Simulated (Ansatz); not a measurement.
Geometry optimisation, RKS r2SCANh/def2-SVPD in Ansatz 0.2.0.

The input (input.yaml):

```yaml
crystal:
  periodic: [false, false, false]
  atoms:
    - { symbol: "N", position_ang: [-0.7481, 0.6081, -0.9762] }
    - { symbol: B, position_ang: [0.075, 0.2593, 0.1922] }
    - { symbol: "N", position_ang: [0.8331, -1.0366, 0.1427] }
    - { symbol: H, position_ang: [-1.4727, -0.0591, -1.0671] }
    - { symbol: H, position_ang: [-1.2636, 1.5464, -0.76] }
    - { symbol: H, position_ang: [0.1569, 0.9882, 1.1346] }
    - { symbol: H, position_ang: [1.8983, -0.787, 0.2929] }
    - { symbol: H, position_ang: [0.6133, -1.5766, 0.9851] }
basis:
  gaussian: { orbitals: def2-SVPD }
hamiltonian:
  xc: r2scanh
relax:
  f_tol: 0.015
  max_steps: 40
```

Run as:

```bash
$ ansatz run input.yaml --threads 2 --pin off --max-ram 3072MiB --backend cpu --events-out ev --progress --plain --runs-dir out
```

Task: Where does it end, and by what steps?

Result: The run converged. After 12 steps the energy has fallen by 1.604 eV; H8 moved furthest, 1.00 Å.

| step | energy less start (eV) | largest force component (eV/Å) | accepted |
| --- | --- | --- | --- |
| 0 | 0.0000 | 3.208 | yes |
| 1 | -0.5062 | 1.726 | yes |
| 2 | -0.8268 | 1.700 | yes |
| 3 | -1.0099 | 0.918 | yes |
| 4 | -1.0812 | 1.807 | yes |
| 5 | -1.3236 | 0.689 | yes |
| 6 | -1.4940 | 0.488 | yes |
| 7 | -1.5846 | 0.277 | yes |
| 8 | -1.6031 | 0.100 | yes |
| 9 | -1.6034 | 0.077 | yes |
| 10 | -1.6029 | 0.127 | no |
| 11 | -1.6040 | 0.018 | yes |
| 12 | -1.6041 | 0.000 | yes |

```xyz
8
Properties=species:S:1:pos:R:3
N -0.972 0.515 -0.580
B 0.196 0.393 0.206
N 0.851 -0.843 0.400
H -1.419 -0.255 -1.054
H -1.437 1.396 -0.718
H 0.649 1.380 0.731
H 1.682 -0.929 0.960
H 0.543 -1.716 0.000
```

Whether the end is a true minimum wasn't checked by a vibrational analysis.

Time of the run: 27 s on 2 threads of Arm Neoverse V1, with other jobs on the host, peak memory 0.17 GiB.
